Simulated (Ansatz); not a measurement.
**SiHO2 (doublet): wave-function methods side by side, cc-pVDZ**

One table from this session's results is given with a row withheld; the runs are named, their logs left out.

Method: cc-pVDZ, core rule «outside noble gas», up to 7 orbitals frozen; program: Ansatz 0.2.0, Gaussian basis.

The runs, in order: UHF; CCSD(T) on ROHF; CCSD(T) on UHF; BCCD(T) on ROHF; CISD; CCSDT(Q) on ROHF; CCSDT(Q) on UHF; CASSCF and NEVPT2, 13 electrons in 11 orbitals.

16 further runs of the same task are left out: 3 for a known fault of the program, 4 that didn't finish, 9 set aside as unsound or not needed.

## The system

The geometry is a PBE0/def2-TZVP stationary point (not a proven minimum).

4 atoms, charge 0, spin multiplicity 2.

Atoms are counted from 1 here; the program's logs count them from 0.

Bond lengths: O1–Si3 1.627 Å, O1–H4 0.965 Å, O2–Si3 1.525 Å. Angles: Si3–O1–H4 116.9°, O1–Si3–O2 127.5°.

As a file:

```
O     0.0000    0.1999    1.4346
O     0.0000    0.4066   -1.3852
Si    0.0000   -0.3871   -0.0832
H     0.0000    1.1595    1.5318
```

The first run:

The input, in.yaml:

```yaml
crystal:
  periodic: [false, false, false]
  atoms:
    - {symbol: O, position_ang: [0.000000, 0.199858, 1.434628]}
    - {symbol: O, position_ang: [0.000000, 0.406627, -1.385152]}
    - {symbol: Si, position_ang: [0.000000, -0.387106, -0.083158]}
    - {symbol: H, position_ang: [0.000000, 1.159459, 1.531796]}
basis:
  gaussian: {orbitals: cc-pVDZ}
magnetization: {spin_polarized: true, initial_magnetization: 1}
hamiltonian: {xc: hf}
output: {orbitals: {seedname: orbitals}}
```

Launch:

```console
$ ansatz run in.yaml --threads 1 --pin off --events-out ev --progress --plain --max-ram 2393MiB
```

Among the steps run: UHF; CCSD(T) on ROHF; CCSD(T) on UHF; BCCD(T) on ROHF; CISD; CCSDT(Q) on ROHF; CCSDT(Q) on UHF; CASSCF and NEVPT2, 13 electrons in 11 orbitals.

One table of the session follows, with a row left open; its other results are not shown here.

It belongs to the step «Misses and costs». 

```
        method  from UCCSDT(Q) (meV)
          ROHF              +13085.2
           UHF                     ?
          RMP2                +664.3
          UMP2                +665.2
          CISD               +1808.0
         RCCSD                +488.8
         UCCSD                +483.3
      RCCSD(T)                 +85.1
      UCCSD(T)                 +87.1
       BCCD(T)                 +83.6
        RCCSDT                 +61.3
        UCCSDT                 +61.5
     RCCSDT(Q)                 +13.4
     UCCSDT(Q)                     0
CASSCF valence               +9263.8
NEVPT2 valence               +1448.0
```

Estimate the missing values for UHF.

As computed: from UCCSDT(Q) (meV): +12989.8. In the column «from UCCSDT(Q) (meV)» it lies between CASSCF valence (+9263.8) and ROHF (+13085.2).

With the free atoms at the same levels and basis (separate runs), the atomisation energy is 13.069 eV at UCCSDT(Q), 13.009 eV at RCCSD(T), 13.003 eV at UCCSD(T), 8.537 eV at ROHF.

Limits of these values: Restricted and unrestricted rows rest on different reference determinants; where their highest levels disagree by more than a few hundredths of an eV, they describe different states and don't form one ladder.
